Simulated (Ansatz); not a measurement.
```yaml
crystal:
  periodic: [false, false, false]
  atoms:
    - {symbol: As, position_ang: [0.014753, 0.000456, -0.522977]}
    - {symbol: S, position_ang: [-0.028399, 1.744653, 0.612189]}
    - {symbol: S, position_ang: [-0.006073, -1.745719, 0.609775]}
basis:
  gaussian: {orbitals: def2-TZVP}
magnetization: {spin_polarized: true, initial_magnetization: 1}
hamiltonian: {xc: pbe0}
relax: {f_tol: 0.004, max_steps: 80}
```

```sh
$ ansatz run in.yaml --threads 1 --pin off --events-out ev --progress --plain --max-ram 2176MiB
```

Steps of the relaxation (energy above the last step; positions in Å, forces in eV/Å):

```
3
step 1, 154.5 meV
As    0.015    0.000   -0.523   -0.041   -0.001    1.455
S    -0.028    1.745    0.612    0.021   -0.136   -0.728
S    -0.006   -1.746    0.610    0.020    0.137   -0.727
```

```
3
step 2, 52.0 meV
As    0.009    0.000   -0.328   -0.013    0.000    0.464
S    -0.027    1.902    0.515    0.013   -0.945   -0.233
S    -0.002   -1.903    0.512    0.000    0.946   -0.231
```

```
3
step 3, 0.7 meV
As    0.010    0.000   -0.355   -0.001    0.000    0.036
S    -0.027    1.844    0.528    0.001   -0.104   -0.018
S    -0.003   -1.845    0.526    0.000    0.104   -0.018
```

```
3
step 4, 0.0 meV
As    0.010    0.000   -0.361    0.000    0.000   -0.012
S    -0.027    1.835    0.531    0.000    0.016    0.006
S    -0.003   -1.836    0.529    0.000   -0.016    0.006
```

```
3
step 5, 0.0 meV
As    0.010    0.000   -0.363   -0.001    0.000    0.031
S    -0.027    1.836    0.532    0.001   -0.023   -0.015
S    -0.003   -1.837    0.530    0.000    0.023   -0.015
```

```
3
step 6, 0.0 meV
As    0.010    0.000   -0.361    0.000    0.000    0.000
S    -0.027    1.836    0.531    0.000    0.000    0.000
S    -0.003   -1.837    0.529    0.000    0.000    0.000
```

Close pairs at the end: As1–S2 2.041 Å, As1–S3 2.041 Å.

A stationary point of unrestricted PBE0 after 6 steps, with ⟨S²⟩ = 0.760 against 0.75 for a pure state; no frequencies were run, so it isn't proven a minimum. 48 s on 1 thread of Intel Xeon Platinum 8488C, shared host.
